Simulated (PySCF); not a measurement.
These are PBE-D3(BJ)/def2-TZVP // r2SCAN-D4/def2-TZVP (PySCF 2.14.0) values and carry that method's errors. All species are isolated molecules in the gas phase. 

Reference species (SMILES): `C` (neutral, multiplicity 1).

The HOMO–LUMO gap comes out as 10.36 eV and the HOMO comes out as -9.44 eV.

Changed species: `CN` (1 of 4 H replaced by NH2; the reference has 0 of 4 H replaced by NH2).

Question: What does the change do to the HOMO–LUMO gap and HOMO?

Answer: the HOMO–LUMO gap falls by 4.72 eV, to 5.64 eV; the HOMO goes up by 4.14 eV, to -5.30 eV.
